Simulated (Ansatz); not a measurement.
# AlCO+ (triplet): wave-function methods side by side, cc-pVTZ

How much of the correlation energy of AlCO+ (triplet) does each wave-function method recover here?

Computed with Ansatz 0.2.0, Gaussian basis. Level: cc-pVTZ, core rule «outside noble gas», up to 7 orbitals frozen.

The runs, in order: UHF; CCSD(T) on ROHF; CCSD(T) on UHF; BCCD(T) on ROHF; CCSDT(Q) on ROHF; CCSDT(Q) on UHF.

5 further runs of the same task are left out: 2 for a known fault of the program, 3 set aside as unsound or not needed.

**1. The system**

The geometry is a PBE0/def2-TZVP stationary point (not a proven minimum) of the parent state, kept for this charge and spin.

3 atoms, charge 1, spin multiplicity 3.

Atoms are counted from 1 here; the program's logs count them from 0.

Bond lengths: Al1–C2 1.847 Å, C2–O3 1.158 Å. Angles: Al1–C2–O3 180.0°.

Coordinates:

```tsv
atom	x (Å)	y (Å)	z (Å)
Al1	0.0000	0.0000	1.6172
C2	0.0000	0.0000	-0.2294
O3	0.0000	0.0000	-1.3878
```

In the tables R marks a restricted open-shell determinant and U an unrestricted one; energies count from the table's Hartree-Fock row.

**2. UHF**

Input file in.yaml:

```yaml
crystal:
  periodic: [false, false, false]
  atoms:
    - {symbol: Al, position_ang: [0.000000, 0.000000, 1.617200]}
    - {symbol: C, position_ang: [0.000000, 0.000000, -0.229400]}
    - {symbol: O, position_ang: [0.000000, 0.000000, -1.387800]}
basis:
  gaussian: {orbitals: cc-pVTZ}
total_charge: 1
magnetization: {spin_polarized: true, initial_magnetization: 2}
hamiltonian: {xc: hf}
output: {orbitals: {seedname: orbitals}}
```

Launch:

```sh
> ansatz run in.yaml --threads 1 --pin off --events-out ev --progress --plain --max-ram 2560MiB --backend cpu
```

Log:

```text
Functional definition: HF
  name "HF"
  cite "Fock, Z. Phys. 61, 126 (1930) doi:10.1007/BF01340294"
  parent pbe
  exchange = exact_x
  correlation = 0
775 factors; their error is unknown
mean field evaluation 1: about -9622.9040 eV, gradient 5.2e1 eV
mean field evaluation 2: about -9494.8195 eV, gradient 1.4e2 eV
mean field evaluation 4: about -9637.4213 eV, gradient 5.0e0 eV
mean field evaluation 8: about -9638.5391 eV, gradient 6.6e-1 eV
mean field evaluation 16: about -9638.6763 eV, gradient 3.3e-2 eV
mean field evaluation 32: about -9623.0270 eV, gradient 5.2e1 eV
mean field evaluation 64: about -9642.5674 eV, gradient 6.4e-1 eV
mean field evaluation 96: about -9642.4780 eV, gradient 2.8e0 eV
mean field evaluation 128: about -9636.1165 eV, gradient 8.6e0 eV
mean field evaluation 160: about -9638.6763 eV, gradient 2.3e-3 eV
mean field evaluation 192: about -9631.6128 eV, gradient 9.1e0 eV
mean field -9642.61423800 eV, -354.3595372479 hartree, gradient 2.0e-5 eV, S^2 2.012081; 6 other end points of the search recorded, 0 dependent functions left out
reference -9642.61423800 eV, -354.3595372479 hartree; 14, 12 occupied and 80, 82 virtual orbitals, 775 factors
Total energy: -9642.61423800 eV, -354.3595372479 hartree
```

It took 4.7 s on 1 thread of AMD EPYC 7R13, shared host.

From the report: ⟨S²⟩ of the determinant 2.012 (pure triplet: 2.00).

**3. CCSD(T) on ROHF**

Edit in.yaml of step 2 so:

```diff
@@ -9,4 +9,4 @@
 total_charge: 1
-magnetization: {spin_polarized: true, initial_magnetization: 2}
-hamiltonian: {xc: hf}
-output: {orbitals: {seedname: orbitals}}
+magnetization: {spin_polarized: false, initial_magnetization: 2}
+correlation: {method: ccsd_t, electrons: outside_noble_gas}
+output: {forces: true}
```

Launch:

```sh
> ansatz run in.yaml --threads 2 --pin off --events-out ev --progress --plain --max-ram 15360MiB --backend cuda --devices 0, --max-vram 18GiB
```

Log, cut to the lines that bear on the results:

```text
Functional definition: HF
  name "HF"
  cite "Fock, Z. Phys. 61, 126 (1930) doi:10.1007/BF01340294"
  parent pbe
[...]
589 factors; integrals over basis functions are off by at most 1.2e-3 eV
[...]
mean field -9642.54841063 eV, -354.3571181365 hartree, gradient 4.5e-6 eV, S^2 2.000000; 5 other end points of the search recorded, 0 dependent functions left out
[...]
determinant -9642.54841063 eV, -354.3571181365 hartree, with singles and doubles -9653.33065942 eV, -354.7533584711 hartree
determinant -9638.39777534 eV, -354.2045851032 hartree, with singles and doubles -9649.64254772 eV, -354.6178228662 hartree
7 core orbitals not correlated: weight in the atoms' cores, before any rotation towards them, 1.000 or more for the frozen orbitals, at most 0.000 for the correlated occupied ones
reference -9642.54841063 eV, -354.3571181365 hartree; 7, 5 occupied and 80, 82 virtual orbitals, 589 factors
second order -10.67545540 eV of doubles, -0.03087519 eV of singles
cycle   1  -10.69422180 eV  change   -9.9e-1 eV  update   2.3e-2
[...]
cycle  13  -10.73840539 eV  change   -5.9e-7 eV  update   4.8e-7
perturbative correction -0.56385103 eV, -0.0207211433 hartree
[...]
Total energy: -9653.85066705 eV, -354.7724683991 hartree
Atom 0 at     0.000000     0.000000     1.617200 Å, force     0.000000    -0.000000     1.715126 eV/Å
Atom 1 at     0.000000     0.000000    -0.229400 Å, force    -0.000000     0.000000    -3.129473 eV/Å
Atom 2 at     0.000000     0.000000    -1.387800 Å, force     0.000000     0.000000     1.414347 eV/Å
Dipole moment:     0.000000     0.000000     1.002327 e Å
```

Wall time 7.5 s (1 × H100 (card shared with other runs) with 2 threads of AMD EPYC 7R13, shared host); peak host memory 0.93 GiB.

From the report: correlation -11.3023 eV; T1 0.025; largest double amplitude 0.06.

**4. CCSD(T) on UHF**

Edit in.yaml of step 3 so:

```diff
@@ -9,3 +9,3 @@
 total_charge: 1
-magnetization: {spin_polarized: false, initial_magnetization: 2}
+magnetization: {spin_polarized: true, initial_magnetization: 2}
 correlation: {method: ccsd_t, electrons: outside_noble_gas}
```

Launched as before.

Log, cut to the lines that bear on the results:

```text
Functional definition: HF
  name "HF"
  cite "Fock, Z. Phys. 61, 126 (1930) doi:10.1007/BF01340294"
  parent pbe
[...]
589 factors; integrals over basis functions are off by at most 1.2e-3 eV
[...]
mean field -9642.61443565 eV, -354.3595445115 hartree, gradient 2.7e-6 eV, S^2 2.012081; 13 other end points of the search recorded, 0 dependent functions left out
determinant -9642.61443565 eV, -354.3595445115 hartree, with singles and doubles -9653.34018795 eV, -354.7537086381 hartree
determinant -9638.67652560 eV, -354.2148289863 hartree, with singles and doubles -9649.62568512 eV, -354.6172031769 hartree
determinant -9637.57009907 eV, -354.1741685611 hartree, with singles and doubles -9646.77583417 eV, -354.5124730863 hartree
determinant -9636.10388315 eV, -354.1202861200 hartree, with singles and doubles -9645.54001878 eV, -354.4670577083 hartree
7 core orbitals not correlated: weight in the atoms' cores, before any rotation towards them, 1.000 or more for the frozen orbitals, at most 0.000 for the correlated occupied ones
reference -9642.61443565 eV, -354.3595445115 hartree; 7, 5 occupied and 80, 82 virtual orbitals, 589 factors
second order -10.60950631 eV of doubles, -0.00000000 eV of singles
cycle   1  -10.63971984 eV  change   -9.8e-1 eV  update   2.2e-2
[...]
cycle  14  -10.67819348 eV  change    3.2e-7 eV  update   3.5e-7
perturbative correction -0.55779335 eV, -0.0204985276 hartree
[...]
Total energy: -9653.85042249 eV, -354.7724594116 hartree
Atom 0 at     0.000000     0.000000     1.617200 Å, force     0.000000     0.000000     1.724184 eV/Å
Atom 1 at     0.000000     0.000000    -0.229400 Å, force    -0.000000    -0.000000    -3.178706 eV/Å
Atom 2 at     0.000000     0.000000    -1.387800 Å, force     0.000000     0.000000     1.454522 eV/Å
Dipole moment:     0.000000    -0.000000     1.004350 e Å
```

Wall time 8 s (1 × H100 (card shared with other runs) with 2 threads of AMD EPYC 7R13, shared host); peak host memory 0.94 GiB.

From the report: ⟨S²⟩ of the determinant 2.012 (pure triplet: 2.00); correlation -11.2360 eV; T1 0.022; largest double amplitude 0.06.

**5. BCCD(T) on ROHF**

Edit in.yaml of step 4 so:

```diff
@@ -9,4 +9,3 @@
 total_charge: 1
-magnetization: {spin_polarized: true, initial_magnetization: 2}
-correlation: {method: ccsd_t, electrons: outside_noble_gas}
-output: {forces: true}
+magnetization: {spin_polarized: false, initial_magnetization: 2}
+correlation: {method: bccd_t, electrons: outside_noble_gas}
```

The command is unchanged.

Log, cut to the lines that bear on the results:

```text
Functional definition: HF
  name "HF"
  cite "Fock, Z. Phys. 61, 126 (1930) doi:10.1007/BF01340294"
  parent pbe
[...]
589 factors; integrals over basis functions are off by at most 1.2e-3 eV
[...]
mean field -9642.54841063 eV, -354.3571181365 hartree, gradient 4.5e-6 eV, S^2 2.000000; 5 other end points of the search recorded, 0 dependent functions left out
[...]
determinant -9642.54841063 eV, -354.3571181365 hartree, with singles and doubles -9653.33065942 eV, -354.7533584711 hartree
determinant -9638.39777534 eV, -354.2045851032 hartree, with singles and doubles -9649.64254772 eV, -354.6178228662 hartree
7 core orbitals not correlated: weight in the atoms' cores, before any rotation towards them, 1.000 or more for the frozen orbitals, at most 0.000 for the correlated occupied ones
reference -9642.54841063 eV, -354.3571181365 hartree; 7, 5 occupied and 80, 82 virtual orbitals, 589 factors
second order -10.67545540 eV of doubles, -0.03087519 eV of singles
cycle   1  -10.64506128 eV  change   -9.4e-1 eV  update   3.3e-2
[...]
cycle  11  -10.69781596 eV  change   -6.7e-6 eV  update   9.3e-6
perturbative correction -0.60658001 eV, -0.0222914043 hartree
Total energy: -9653.85280660 eV, -354.7725470262 hartree
```

Run time: 6.5 s. Hardware: 1 × H100 (card shared with other runs) with 2 threads of AMD EPYC 7R13, shared host; peak host memory 0.83 GiB.

From the report: correlation -11.3044 eV; largest double amplitude 0.05.

**6. CCSDT(Q) on ROHF**

Edit in.yaml of step 5 so:

```diff
@@ -10,2 +10,2 @@
 magnetization: {spin_polarized: false, initial_magnetization: 2}
-correlation: {method: bccd_t, electrons: outside_noble_gas}
+correlation: {method: ccsdt_q, electrons: outside_noble_gas}
```

Same command.

Log, cut to the lines that bear on the results:

```text
Functional definition: HF
  name "HF"
  cite "Fock, Z. Phys. 61, 126 (1930) doi:10.1007/BF01340294"
  parent pbe
[...]
1134 factors; integrals over basis functions are off by at most 1.9e-7 eV
[...]
mean field -9642.54842677 eV, -354.3571187297 hartree, gradient 5.3e-6 eV, S^2 2.000000; 5 other end points of the search recorded, 0 dependent functions left out
[...]
determinant -9642.54842677 eV, -354.3571187297 hartree, with singles and doubles -9653.33069171 eV, -354.7533596579 hartree
determinant -9638.39779390 eV, -354.2045857851 hartree, with singles and doubles -9649.64257916 eV, -354.6178240214 hartree
7 core orbitals not correlated: weight in the atoms' cores, before any rotation towards them, 1.000 or more for the frozen orbitals, at most 0.000 for the correlated occupied ones
reference -9642.54842677 eV, -354.3571187297 hartree; 7, 5 occupied and 80, 82 virtual orbitals, 1134 factors
second order -10.67547301 eV of doubles, -0.03087527 eV of singles
cycle   1  -10.20460462 eV  change    5.0e-1 eV  update   1.3e-1
[...]
cycle  20  -11.30986513 eV  change   -4.8e-7 eV  update   4.7e-7
perturbative correction -0.03958859 eV, -0.0014548538 hartree
Total energy: -9653.89788049 eV, -354.7742034609 hartree
```

Wall time 27 s (1 × H100 (card shared with other runs) with 2 threads of AMD EPYC 7R13, shared host); peak host memory 1.3 GiB.

From the report: correlation -11.3495 eV; T1 0.025; largest double amplitude 0.06.

**7. CCSDT(Q) on UHF**

Edit in.yaml of step 6 so:

```diff
@@ -9,3 +9,3 @@
 total_charge: 1
-magnetization: {spin_polarized: false, initial_magnetization: 2}
+magnetization: {spin_polarized: true, initial_magnetization: 2}
 correlation: {method: ccsdt_q, electrons: outside_noble_gas}
```

The command is unchanged.

Log, cut to the lines that bear on the results:

```text
Functional definition: HF
  name "HF"
  cite "Fock, Z. Phys. 61, 126 (1930) doi:10.1007/BF01340294"
  parent pbe
[...]
1134 factors; integrals over basis functions are off by at most 1.9e-7 eV
[...]
mean field -9642.61445201 eV, -354.3595451124 hartree, gradient 1.9e-6 eV, S^2 2.012081; 13 other end points of the search recorded, 0 dependent functions left out
determinant -9642.61445201 eV, -354.3595451124 hartree, with singles and doubles -9653.34021989 eV, -354.7537098119 hartree
determinant -9638.67654480 eV, -354.2148296918 hartree, with singles and doubles -9649.62571510 eV, -354.6172042789 hartree
determinant -9637.57012145 eV, -354.1741693837 hartree, with singles and doubles -9646.77586607 eV, -354.5124742584 hartree
determinant -9636.10389772 eV, -354.1202866553 hartree, with singles and doubles -9645.54005087 eV, -354.4670588878 hartree
7 core orbitals not correlated: weight in the atoms' cores, before any rotation towards them, 1.000 or more for the frozen orbitals, at most 0.000 for the correlated occupied ones
reference -9642.61445201 eV, -354.3595451124 hartree; 7, 5 occupied and 80, 82 virtual orbitals, 1134 factors
second order -10.60952319 eV of doubles, -0.00000000 eV of singles
cycle   1  -10.16136249 eV  change    4.5e-1 eV  update   1.3e-1
[...]
cycle  19  -11.24614516 eV  change    4.7e-7 eV  update   8.2e-7
perturbative correction -0.04628261 eV, -0.0017008547 hartree
Total energy: -9653.90687977 eV, -354.7745341786 hartree
```

Wall time 24 s (1 × H100 (card shared with other runs) with 2 threads of AMD EPYC 7R13, shared host); peak host memory 1.1 GiB.

From the report: ⟨S²⟩ of the determinant 2.012 (pure triplet: 2.00); correlation -11.2924 eV; T1 0.023; largest double amplitude 0.06.

**8. The ladder**

The yardstick is UCCSDT(Q), where the cluster series has nearly closed. Rows without a time come out of other runs: HF, MP2 and CCSD of CCSD(T), CCSDT of CCSDT(Q). The times of RCCSD(T), UCCSD(T) include forces.

Differences are taken before rounding.

```tsv
method	energy from the lowest ROHF (kJ/mol)	from UCCSDT(Q) (kJ/mol)	time
ROHF	0.0	+1095.9	
UHF	-6.4	+1089.6	
RMP2	-1033.0	+62.9	
UMP2	-1030.0	+65.9	
RCCSD	-1036.1	+59.8	
UCCSD	-1036.7	+59.3	
RCCSD(T)	-1090.5	+5.4	7.5 s
UCCSD(T)	-1090.5	+5.4	8 s
BCCD(T)	-1090.7	+5.2	6.5 s
RCCSDT	-1091.2	+4.7	
UCCSDT	-1091.5	+4.5	
RCCSDT(Q)	-1095.1	+0.9	27 s
UCCSDT(Q)	-1095.9	0	24 s
```

Among the levels timed on like hardware and quicker than the yardstick, those that no quicker one beats, quickest first: BCCD(T) (6.5 s, +5.2 kJ/mol).

**9. What came out**

```
                         quantity         value
    UCCSDT(Q) from the ROHF energy   -11.3585 eV
              RMP2 from UCCSDT(Q)  +62.9 kJ/mol
              UMP2 from UCCSDT(Q)  +65.9 kJ/mol
             RCCSD from UCCSDT(Q)  +59.8 kJ/mol
          RCCSD(T) from UCCSDT(Q)   +5.4 kJ/mol
          UCCSD(T) from UCCSDT(Q)   +5.4 kJ/mol
         RCCSDT(Q) from UCCSDT(Q)   +0.9 kJ/mol
levels within 1 kcal/mol (43 meV)     RCCSDT(Q)
                    T1 diagnostic         0.025
```

What this shows: RCCSD(T) misses by +5.4 kJ/mol, 0.5 % of the correlation energy. These misses are within one basis, not against nature; the frozen cores of restricted and unrestricted runs differ, which can shift their rows.

BCCD(T) reaches 5.2 kJ/mol from the reference in 6.5 s, where UCCSDT(Q) took 24 s.
